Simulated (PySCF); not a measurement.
The vertical singlet excitations below were computed for one of the candidates. The calculation used TDDFT CAM-B3LYP/def2-SVPD, vertical, gas phase, core orbitals frozen in the response (PySCF). Geometries: GFN2-xTB, one conformer each.

```csv
state,ν̃ (cm⁻¹),f,"main configurations (H = HOMO, L = LUMO)"
S1,35860,0.0034,H-1→L (96%)
S2,37600,0.254,H→L (92%)
S3,45540,0.0003,"H-2→L (34%), H→L+2 (23%), H→L+3 (20%)"
S4,46680,0.0099,"H-2→L (59%), H→L+2 (14%), H→L+3 (10%)"
S5,51460,0.115,"H-3→L (65%), H-1→L+3 (12%)"
S6,52020,0.0002,"H→L+1 (59%), H→L+3 (20%), H→L+4 (11%)"
S7,53740,0.0001,"H→L+2 (44%), H→L+3 (22%)"
S8,55180,0.094,"H→L+6 (27%), H-3→L (24%), H-1→L+1 (21%)"
```

Orbital energies (eV): HOMO-3 -10.00, HOMO-2 -9.97, HOMO-1 -8.51, HOMO -7.74, LUMO -0.46, LUMO+1 1.29, LUMO+2 1.49.

**Question.** Which candidate is it? All have the formula C5H7P.
A. `CC#C/P=C/C`
B. `C1=CP1C1CC1`
C. `C1=CPC=CC1`

**Answer.** A. Its S1, at 4.45 eV, is the lowest among the candidates; the nearest of the others has S1 at 5.21 eV. S1 is HOMO-1→LUMO (96%). Löwdin shares by element: HOMO carbon 60% or more, phosphorus 22% (atoms not listed hold the other 18%); LUMO carbon 50% or more, phosphorus 35%. At the same level the other candidates give, for their lowest levels:
- `C1=CP1C1CC1`: 5.21 eV (f 0.003); 5.53 eV (f 0.005); 5.81 eV (f 0.020); 6.62 eV (f 0.010); 6.76 eV (f 0.008); T1 4.01 eV; HOMO -7.94, LUMO 0.79 eV
- `C1=CPC=CC1`: 5.48 eV (f 0.034); 5.85 eV (f 0.082); 6.26 eV (f 0.080); 6.48 eV (f 0.009); 6.84 eV (f 0.002); T1 4.12 eV; HOMO -7.64, LUMO 1.10 eV
Triplets come from the Tamm–Dancoff approximation.
